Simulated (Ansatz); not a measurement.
Geometry optimisation, UKS B3LYP/def2-SVP (Ansatz 0.2.0).

Input file:

```yaml
crystal:
  periodic: [false, false, false]
  atoms:
    - { symbol: B, position_ang: [6.2e-05, -0.297242, -0.168367] }
    - { symbol: F, position_ang: [9.2e-05, 0.547766, 2.197128] }
    - { symbol: H, position_ang: [1.092107, 0.065776, -0.511767] }
    - { symbol: H, position_ang: [-1.092158, 0.065139, -0.511881] }
    - { symbol: H, position_ang: [-0.000103, -0.381439, 2.164886] }
magnetization:
  spin_polarized: true
  initial_magnetization: 1
basis:
  gaussian: { orbitals: def2-SVP }
hamiltonian:
  xc: b3lyp
relax:
  f_tol: 0.03
  max_steps: 50
output:
  orbitals: {}
```

Launched with:

```bash
$ ansatz run input.yaml --threads 1 --pin off --max-ram 2048MiB --backend cpu --events-out ev --progress --plain --runs-dir out
```

Where does it end, and by what steps?

It converged. After 8 steps the energy has fallen by 0.117 eV; F2 moved furthest, 0.41 Å.

| step | energy less start (eV) | largest force component (eV/Å) | accepted |
| --- | --- | --- | --- |
| 0 | 0.0000 | 0.221 | yes |
| 1 | -0.0574 | 0.314 | yes |
| 2 | -0.1037 | 0.722 | yes |
| 3 | -0.0997 | 0.264 | no |
| 4 | -0.1148 | 0.050 | yes |
| 5 | -0.1156 | 0.039 | yes |
| 6 | -0.1164 | 0.053 | yes |
| 7 | -0.1163 | 0.099 | no |
| 8 | -0.1169 | 0.021 | yes |

```xyz
5
Properties=species:S:1:pos:R:3
B 0.000 -0.229 0.029
F 0.000 0.481 1.792
H 1.089 0.082 -0.364
H -1.089 0.082 -0.364
H 0.000 -0.416 2.078
```

Whether the end is a true minimum wasn't checked by a vibrational analysis.

Run time: 12 s on 1 thread of Arm Neoverse V1 (shared host), peak memory 0.11 GiB.
